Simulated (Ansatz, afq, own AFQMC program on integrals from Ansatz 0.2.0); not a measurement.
# BNH, doublet in cc-pVTZ, levels against CCSDT(Q)

```xyz
3

B     0.0000    0.0000    1.1532
N     0.0000    0.0000   -0.0803
H     0.0000    0.0000   -1.0729
```

Connectivity, by distances: B–NH.

Basis cc-pVTZ. Noble-gas cores (and the filled d shells of Ga–Kr and In–Xe) are frozen. Ansatz 0.2.0 and our own AFQMC program on the same integrals; the CISD trial comes from CCSD amplitudes, and released means the phaseless constraint is let go. Free projection: walkers drawn from exp(T), propagated without any constraint. Its projection time is finite, and what remains of the start isn't in its error. Error bars are statistical, one sigma.

Determinant: UHF, the one that the program's search chose, which needn't be the lowest solution. The geometry is a PBE0/def2-TZVP stationary point of this or a neighbouring charge and spin state.

No full CI on the walks' own integrals is used here; CCSDT(Q) serves as the reference and is uncertain by about the last step of the cluster series.

Cautions: unrestricted determinant slightly spin contaminated (⟨S²⟩ 0.84 against 0.75); the released energies have errors that jump between times, so the bars are unsure, so no released level is given (meV from the phaseless value at times in 1/Eh: 46 ± 56 at 0.24, -24 ± 3 at 0.50, -28 ± 3 at 1.00, -29 ± 4 at 1.50), though the last usable value meets CCSDT(Q) within the noise.

```
T1 diagnostic                               : 0.0287
weight of the determinant in the CISD state : 0.890
⟨S²⟩ of the determinant                     : 0.837
size of the correlated space                : 9 electrons in 72 orbitals
```

Reference: CCSDT(Q), correlation energy -7.996 eV.

```tsv
level	E − E(reference) (kJ/mol)	share of correlation (%)
HF	771.5	0.00
MP2	68.4	91.13
CCSD	40.1	94.80
CCSD(T)	4.2	99.45
CCSDT	2.6	99.66
ph-AFQMC/HF	2.5 ± 2.6	99.68
ph-AFQMC/CISD	3.6 ± 0.5	99.54
free AFQMC	-0.5 ± 1.1	100.06
```

Free projections are given only where their last times agree within the noise and don't stop above the reference; a slow remainder of the start can still hide under it. A walk keeps the symmetry of its determinant, which the program's search chose and which needn't be the lowest solution, so a lower state of the same spin and another symmetry isn't excluded.
